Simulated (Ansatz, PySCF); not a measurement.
AlF3, SMILES [F][Al]([F])[F].

Geometry: TPSSh-D3(BJ)/def2-TZVP. The isomer is the one that the SMILES or the coordinates give; other isomers of the formula were not compared.

Vertical ionisation energy (IE) and electron affinity (EA) in eV. Rows of orbital energies are one-electron estimates. Where ΔSCF, EOM or ADC give a negative EA the extra electron is unbound and the value depends on the basis.

```tsv
level	IE	EA
−ε(HOMO), −ε(LUMO), ωB97X/def2-TZVPD (PySCF)	14.33	-0.18
−ε(HOMO), −ε(LUMO), PBE/def2-TZVPD (PySCF)	9.70	2.59
ADC(2)/aug-cc-pVDZ (PySCF)	13.73	-0.07
ΔSCF, ωB97X-V/def2-SVPD (Ansatz), final states of multiplicity 2 and 2	15.02	-0.07
ΔSCF, PBE/def2-SVPD (Ansatz), final states of multiplicity 2 and 2	13.70	0.34
```

Task: What vertical singlet–triplet gap does ΔSCF give with ωB97X-V/def2-SVPD (Ansatz, a first-principles code) and with PBE/def2-SVPD (Ansatz)? (An estimate is asked for; the answer gives what the named calculation found.)

Result: 9.03 and 7.30 eV (triplet above singlet where positive).

Task: Beyond the first one, list the lowest photoelectron lines from PySCF with ADC(2)/aug-cc-pVDZ with their pole strengths (two spins summed). (Estimate from the structure and the level; the computed values follow.)

Result: 14.31 eV (1.76), 14.31 eV (1.76), 14.44 eV (1.75), 14.44 eV (1.75), 14.93 eV (1.77).
